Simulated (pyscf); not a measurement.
**Four-centre exchange: H₃C–In(CH₃)–Cl + H₂ → CH₄ + H₃C–InH–Cl**

Gas phase, singlet surface, charge 0. Bonds broken: C1–In2, H11–H12. Bonds formed: C1–H11, In2–H12. Structures and frequencies: ωB97X-D3(BJ)/def2-SVP in PySCF.

Transition state (Å):

```xyz
12

C      0.3641     1.3800     0.8537
In    -1.5976     0.3579     0.0019
C     -1.3884    -1.5554    -0.9014
Cl    -2.9464     2.1374    -0.7159
H      1.1873     0.6805     0.6414
H      0.5477     1.8203     1.8501
H      0.3892     2.2258     0.1472
H     -2.3778    -2.0181    -1.0191
H     -0.9240    -1.4416    -1.8910
H     -0.7563    -2.1977    -0.2727
H     -0.8156     0.8404     1.6316
H     -1.7333     0.3721     1.9682
```

One imaginary mode, 1732i cm⁻¹; descent along it reached the two sides named, in the forms told below.

```tsv
bond	change	reactant side (Å)	saddle	product side
C1–In2	breaks	2.138	2.370	3.1
H11–H12	breaks	0.762	1.084	2.9
C1–H11	forms	3.2	1.513	1.103
In2–H12	forms	2.7	1.971	1.713
```

Electronic energies relative to the separated reactants (kcal/mol):

| level | barrier | reaction energy | reverse barrier |
|---|---|---|---|
| ωB97X-D3(BJ)/def2-TZVP | 41.9 | -8.5 | 50.4 |
| PBE/def2-TZVP | 37.4 | -9.7 | 47.2 |
| r²SCAN/def2-TZVP | 38.1 | -9.6 | 47.7 |
| B3LYP-D3(BJ)/def2-TZVP | 41.7 | -9.9 | 51.6 |
| PBE0-D3(BJ)/def2-TZVP | 38.2 | -9.9 | 48.1 |
| M06-2X/def2-TZVP | 41.8 | -7.9 | 49.7 |
| ωB97M-D3(BJ)/def2-TZVP | 41.9 | -10.7 | 52.5 |
| HF/def2-TZVP | 53.8 | -15.6 | 69.4 |

With ωB97M-D3(BJ)/def2-TZVP energies and thermal terms (ideal gas, 1 atm, RRHO with modes under 100 cm⁻¹ raised to 100, one conformer, R ln 2 for chiral ones without a mode under 150 cm⁻¹), in kcal/mol:

```tsv
T (K)	ΔH‡	ΔG‡	ΔH	ΔG
298	42.0	50.6	-8.5	-9.2
600	41.1	59.6	-9.9	-9.4
900	41.0	68.9	-10.9	-9.0
1200	41.2	78.2	-11.6	-8.2
```

On the product side the descent ends in a complex (not fully relaxed), 4.2 kcal/mol under the separated species and 54.5 kcal/mol under the saddle at ωB97X-D3(BJ)/def2-TZVP. At the saddle there is also a short H–In contact that neither side keeps. The same reactants have a lower exit, to H₃C–InH–CH₃ + HCl (barrier +30.5 kcal/mol at ωB97M-D3(BJ)/def2-TZVP, against +41.9 kcal/mol here). This is the saddle that the search found; another between the same sides may lie lower. Elements past Kr carry the def2 core potentials, without spin-orbit coupling.
